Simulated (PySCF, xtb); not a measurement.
P2, SMILES P#P.

GFN2-xTB in xtb at its own geometry gives an orbital gap of 2.49 eV and a dipole moment of 0.00 D.

The structure is a stationary point at B3LYP-D3(BJ)/def2-TZVPD.

Problem. What does r2SCAN/def2-TZVPD in PySCF give? (An estimate is asked for; the answer gives what the named calculation found.)

Solution. gap 4.07 eV (levels -7.39 and -3.32 eV), dipole 0.00 D.
